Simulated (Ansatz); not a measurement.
Cost and result for the atomization energy of C$_{2}$H$_{6}$FNO$_{2}$ (`COC(N)(O)F`) (12 atoms, 11 bonds).

Z-matrix (Å, degrees):
```
C
O 1 1.419
H 1 1.092 2 110.7
H 1 1.092 2 110.8 3 -121.8
H 1 1.089 2 106.1 3 119.3
C 2 1.372 1 115.7 3 51.8
O 6 1.369 2 107.3 1 174.9
N 6 1.417 2 113.2 1 -60.5
F 6 1.385 2 108.9 1 57.3
H 7 0.964 6 107.6 2 -41.0
H 8 1.011 6 109.9 2 167.2
H 8 1.012 6 109.5 2 -72.8
```

Total charge 0; spin multiplicity 1. The structure was optimised at the PBE0-D4/def2-TZVP level. It is one conformer, not always the lowest. Program: Ansatz. All runs use 4 threads of an Arm Neoverse V2 on a shared host. Times are those of one run each, without the atoms' runs, and a repeat can differ threefold. Electronic energies, without spin–orbit coupling; frozen cores. CCSD(T)/CBS adds CCSD(T) − MP2 in def2-TZVPP to the MP2 limit, and its time is that of the two runs behind it. T1 = 0.011. B3LYP takes the VWN-RPA correlation (the form of Gaussian; ORCA's B3LYP/G).

CCSD(T)/CBS is a level of theory with its own doubt, some kJ/mol a heavy atom from the limit and from the frozen cores, so smaller differences don't rank the functionals.

```json
{"level": "PBE-D4/def2-TZVPP (with forces)", "functions": "270", "wall time": "2.4 s"}
{"level": "PBE0-D4/def2-TZVPP", "functions": "270", "wall time": "2.8 s"}
{"level": "B3LYP-D4/def2-TZVPP (with forces)", "functions": "270", "wall time": "4.3 s"}
{"level": "r2SCAN-D4/def2-TZVPP (with forces)", "functions": "270", "wall time": "4.7 s"}
{"level": "B2PLYP/def2-TZVPP", "functions": "270", "wall time": "5.5 s"}
{"level": "ωB97X-V/def2-TZVPP", "functions": "270", "wall time": "7 s"}
{"level": "ωB97M-V/def2-TZVPP (with forces)", "functions": "270", "wall time": "11 s"}
{"level": "MP2/def2-QZVPP", "functions": "522", "wall time": "25 s"}
{"level": "CCSD(T)/def2-TZVPP", "functions": "270", "wall time": "5.4 min"}
{"level": "CCSD(T)/CBS(def2)", "functions": "–", "wall time": "5.8 min"}
```

(1) What atomization energy does each give, and how far from CCSD(T)/CBS? (An estimate is asked.)

Answers

(1) Ansatz gave: 
```json
{"level": "PBE-D4/def2-TZVPP (with forces)", "atomization (kcal/mol)": "1141.7", "difference from CCSD(T)/CBS": "35.6", "per bond": "3.2"}
{"level": "PBE0-D4/def2-TZVPP", "atomization (kcal/mol)": "1107.8", "difference from CCSD(T)/CBS": "1.7", "per bond": "0.2"}
{"level": "B3LYP-D4/def2-TZVPP (with forces)", "atomization (kcal/mol)": "1103.3", "difference from CCSD(T)/CBS": "-2.8", "per bond": "-0.2"}
{"level": "r2SCAN-D4/def2-TZVPP (with forces)", "atomization (kcal/mol)": "1107.0", "difference from CCSD(T)/CBS": "0.9", "per bond": "0.1"}
{"level": "B2PLYP/def2-TZVPP", "atomization (kcal/mol)": "1092.5", "difference from CCSD(T)/CBS": "-13.6", "per bond": "-1.2"}
{"level": "ωB97X-V/def2-TZVPP", "atomization (kcal/mol)": "1109.8", "difference from CCSD(T)/CBS": "3.7", "per bond": "0.3"}
{"level": "ωB97M-V/def2-TZVPP (with forces)", "atomization (kcal/mol)": "1111.3", "difference from CCSD(T)/CBS": "5.2", "per bond": "0.5"}
{"level": "MP2/def2-QZVPP", "atomization (kcal/mol)": "1120.3", "difference from CCSD(T)/CBS": "14.2", "per bond": "1.3"}
{"level": "CCSD(T)/def2-TZVPP", "atomization (kcal/mol)": "1073.2", "difference from CCSD(T)/CBS": "-32.9", "per bond": "-3.0"}
{"level": "CCSD(T)/CBS(def2)", "atomization (kcal/mol)": "1106.1", "difference from CCSD(T)/CBS": "0.0", "per bond": "0.0"}
```

From PBE to PBE0 (25 % exact exchange), in def2-TZVPP and without D4, the atomization energy moves by −33.0 kcal/mol: exact exchange takes away binding that semilocal exchange gives to molecules. The D4 term adds +7.7 kcal/mol with B3LYP and +4.0 kcal/mol with PBE0; it sums over pairs of atoms, weighted by their polarisabilities, and B3LYP, whose exchange is more repulsive, gets the larger term. In def2-TZVPP, CCSD(T) changes the Hartree–Fock value by +326.8 kcal/mol (the triples alone add +20.2 kcal/mol) and MP2 by +354.5 kcal/mol; breaking electron pairs costs correlation energy, which Hartree–Fock lacks.
